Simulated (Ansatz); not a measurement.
Geometry optimisation, UHF/6-31G* (Ansatz).

The input (input.yaml):

```yaml
crystal:
  periodic: [false, false, false]
  atoms:
    - { symbol: O, position_ang: [0.77344, -0.61189, 0.69489] }
    - { symbol: Si, position_ang: [-0.05389, 0.36965, -0.23484] }
    - { symbol: S, position_ang: [-0.91566, -1.4001, 0.38854] }
    - { symbol: H, position_ang: [0.19611, 1.64235, -0.8486] }
total_charge: 1
magnetization:
  spin_polarized: true
basis:
  gaussian: { orbitals: "6-31G*" }
hamiltonian:
  xc: hf
relax:
  f_tol: 0.02
  max_steps: 40
```

Command:

```bash
$ ansatz run input.yaml --threads 1 --pin off --max-ram 2048MiB --backend cpu --events-out ev --progress --plain --runs-dir out
```

Question: Where does it end, and by what steps?

Answer: The forces met the threshold. Limits of this set-up: the dipole of an ion depends on the origin. After 4 steps the energy has fallen by 0.085 eV; S3 moved furthest, 0.07 Å.

```
step  energy less start (eV)  largest force component (eV/Å)  accepted
   0                  0.0000                           1.944       yes
   1                 -0.0775                           0.354       yes
   2                 -0.0833                           0.144       yes
   3                 -0.0848                           0.029       yes
   4                 -0.0848                           0.006       yes
```

```xyz
4
Properties=species:S:1:pos:R:3
O 0.777 -0.643 0.714
Si -0.025 0.350 -0.211
S -0.904 -1.341 0.360
H 0.152 1.634 -0.864
```

Run time: 6 s on 1 thread of Intel(R) Xeon(R) Platinum 8559C (Emerald Rapids) (shared host), peak memory 0.14 GiB.
